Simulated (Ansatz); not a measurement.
# HO (doublet): from Hartree-Fock to the top rungs at distance O1–H2 = 0.973 Å, cc-pVDZ

How much of the correlation energy of HO (doublet) does each wave-function method recover here?

Computed with Ansatz 0.2.0, Gaussian basis. Level: cc-pVDZ, core rule «outside noble gas», up to 1 orbitals frozen.

The runs, in order: UHF; CCSD(T) on ROHF; CCSD(T) on UHF; BCCD(T) on ROHF; CISD; CCSDT(Q) on ROHF; CCSDT(Q) on UHF; CISDTQ; CCSDTQ on ROHF; CCSDTQ on UHF; CASSCF and MRCISD+Q, 3 electrons in 3 orbitals; CASSCF and NEVPT2, 3 electrons in 3 orbitals; CASSCF and MRCISD+Q, 7 electrons in 5 orbitals; CASSCF and NEVPT4(SD), 7 electrons in 5 orbitals; CASSCF and NEVPT2, 7 electrons in 5 orbitals; Full CI.

18 further runs of the same task are left out: 14 that didn't finish, 4 set aside as unsound or not needed.

### Step 1. The system

The geometry derives from a PBE0/def2-TZVP stationary point (not a proven minimum). One bond is set to the value named and the two fragments are kept rigid.

2 atoms, charge 0, spin multiplicity 2.

Atoms are counted from 1 here; the program's logs count them from 0.

Bond lengths: O1–H2 0.973 Å.

### Step 2. UHF

in.yaml reads:

```yaml
crystal:
  periodic: [false, false, false]
  atoms:
    - {symbol: O, position_ang: [0.000000, 0.000000, 0.000000]}
    - {symbol: H, position_ang: [0.000000, 0.000000, 0.973108]}
basis:
  gaussian: {orbitals: cc-pVDZ}
magnetization: {spin_polarized: true, initial_magnetization: 1}
hamiltonian: {xc: hf}
output: {orbitals: {seedname: orbitals}}
```

Launch:

```sh
$ ansatz run in.yaml --threads 1 --pin off --events-out ev --progress --plain --max-ram 2393MiB
```

Further steps of the session: CCSD(T) on ROHF; CCSD(T) on UHF; BCCD(T) on ROHF; CISD; CCSDT(Q) on ROHF; CCSDT(Q) on UHF; CISDTQ; CCSDTQ on ROHF; CCSDTQ on UHF; CASSCF and MRCISD+Q, 3 electrons in 3 orbitals; CASSCF and NEVPT2, 3 electrons in 3 orbitals; CASSCF and MRCISD+Q, 7 electrons in 5 orbitals; CASSCF and NEVPT4(SD), 7 electrons in 5 orbitals; CASSCF and NEVPT2, 7 electrons in 5 orbitals; Full CI.

**Question.** What will the summary of the whole plan be? Wanted: FCI below the RHF energy; RMP2 from FCI; UMP2 from FCI; RCCSD from FCI; RCCSD(T) from FCI; UCCSD(T) from FCI; RCCSDT(Q) from FCI; UCCSDT(Q) from FCI; NEVPT2 pair from FCI.

The runs gave:

| quantity | value |
| --- | --- |
| FCI below the RHF energy | -4.6214 eV |
| RMP2 from FCI | +457.6 meV |
| UMP2 from FCI | +459.9 meV |
| RCCSD from FCI | +60.5 meV |
| RCCSD(T) from FCI | +12.4 meV |
| UCCSD(T) from FCI | +11.7 meV |
| RCCSDT(Q) from FCI | +0.3 meV |
| UCCSDT(Q) from FCI | -0.4 meV |
| NEVPT2 pair from FCI | +374.4 meV |
| MRCISD+Q pair from FCI | +0.1 meV |
| NEVPT2 valence from FCI | +602.9 meV |
| levels within 1 kcal/mol (43 meV) | RCCSD(T), UCCSD(T), BCCD(T), RCCSDT, UCCSDT, CISDTQ, RCCSDT(Q), UCCSDT(Q), RCCSDTQ, UCCSDTQ, MRCISD+Q pair, MRCISD+Q valence |
| T1 diagnostic | 0.011 |
| effectively unpaired electrons | 1.01 |

RCCSD(T) misses by +12.4 meV, 0.3 % of the correlation energy. One determinant dominates. Of the multireference levels listed MRCISD+Q pair comes nearest in total energy (+0.1 meV), which doesn't show that its space is the better one. These misses are within one basis, not against nature; the frozen cores of restricted and unrestricted runs differ, which can shift their rows.
